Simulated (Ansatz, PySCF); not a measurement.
Species: SiCl3 (charge 0, doublet). It need not be the lowest isomer of its formula. 
Geometry from a B3LYP-D3(BJ)/def2-TZVP (Ansatz, an electronic-structure program) optimisation:
```
Si
Cl 1 2.0584
Cl 1 2.0584 2 109.38
Cl 1 2.0584 2 109.38 3 -119.78
```
Charge 0, spin multiplicity 2.

Total electronic energies in hartree. Valence correlation only, unless marked. UHF or UKS for open shells. No spin-orbit coupling. Non-relativistic unless marked X2C. CBS marks a two-point X^-3 extrapolation of the correlation energy; Hartree-Fock from the larger set. [CCSD(T)-MP2]/basis is that difference in the basis named.

```tsv
level	program	energy (Eh)
HF-D4/def2-TZVPD	PySCF + dftd4	-1667.62369
SVWN5/def2-TZVPD	Ansatz	-1664.67276
PBE-D3(BJ)/def2-TZVPD	Ansatz + dftd3	-1669.55505
B97M-V/def2-TZVPD	Ansatz	-1669.82371
B3LYP-D3(BJ)/def2-TZVPD	Ansatz + dftd3	-1670.32603
B3LYP/def2-TZVPD	Ansatz	-1670.31432
PBE0/6-31G*	Ansatz	-1669.55293
PBE0/def2-QZVPP	Ansatz	-1669.73250
BHLYP-D4/def2-TZVPD	Ansatz + dftd4	-1670.26456
BHLYP/def2-TZVPD	Ansatz	-1670.25505
TPSSh/def2-TZVPD	PySCF	-1670.31470
r2SCAN0-D4/def2-TZVPD	Ansatz + dftd4	-1670.13208
wB97X-V/def2-TZVPD	Ansatz	-1669.99949
B2GP-PLYP/def2-TZVPD	Ansatz	-1669.56625
B2PLYP-D3(BJ)/def2-TZVPD	Ansatz + dftd3	-1669.75201
B2PLYP-D4/def2-TZVPD	Ansatz + dftd4	-1669.75026
MP2/6-31G	Ansatz	-1667.49757
MP2/6-31G*	Ansatz	-1667.92294
SCS-MP2/cc-pVTZ	Ansatz	-1668.26428
CCSD/cc-pV(T+d)Z	Ansatz	-1668.33759
X2C-CCSD(T)/cc-pVTZ-DK	Ansatz	-1673.18799
RI-MP2/CBS(cc-pV(T+d)Z,cc-pV(Q+d)Z)+[CCSD(T)-MP2]/cc-pV(D+d)Z	Ansatz	-1668.4736
RI-MP2/CBS(cc-pV(T+d)Z,cc-pV(Q+d)Z)+[CCSD(T)-MP2]/cc-pV(T+d)Z	Ansatz	-1668.4993
```

Totals of different functionals don't rank their quality; only differences between species are comparable.
